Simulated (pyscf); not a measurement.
Thermochemistry of product channels of F–Si•(F)–F + hydrogen fluoride (HF) on the doublet surface, in kcal/mol, from CCSD(T)/def2-TZVPP + ΔMP2(QZVPP) energies (ideal gas, 1 atm, RRHO with modes under 100 cm⁻¹ raised to 100, one conformer, R ln 2 for chiral ones without a mode under 150 cm⁻¹). Optimised with ωB97X-D3(BJ)/def2-SVP in PySCF. MP2 and CC: frozen core, UHF for open shells. ΔMP2 is the change of the MP2 total energy from the triple- to the quadruple-zeta basis.

```tsv
products	ΔE	ΔH(298 K)	ΔG(600 K)	ΔG(900 K)
fluorine (F–F) + F–SiH•–F	+164.5	+162.7	+160.5	+159.6
fluorine (F–F) + difluorosilylene (F–Si:–F) [singlet] + H atom (H•)	(withheld)	+204.6	+187.8	(withheld)
```

Task: Complete the blanks.

Result: 
- fluorine (F–F) + difluorosilylene (F–Si:–F) [singlet] + H atom (H•), ΔE: +210.3
- fluorine (F–F) + difluorosilylene (F–Si:–F) [singlet] + H atom (H•), ΔG(900 K): +179.1

These are energies of the channels, which say nothing of barriers. The CCSD(T) − MP2 part came from Ansatz, without density fitting, on the same reference.
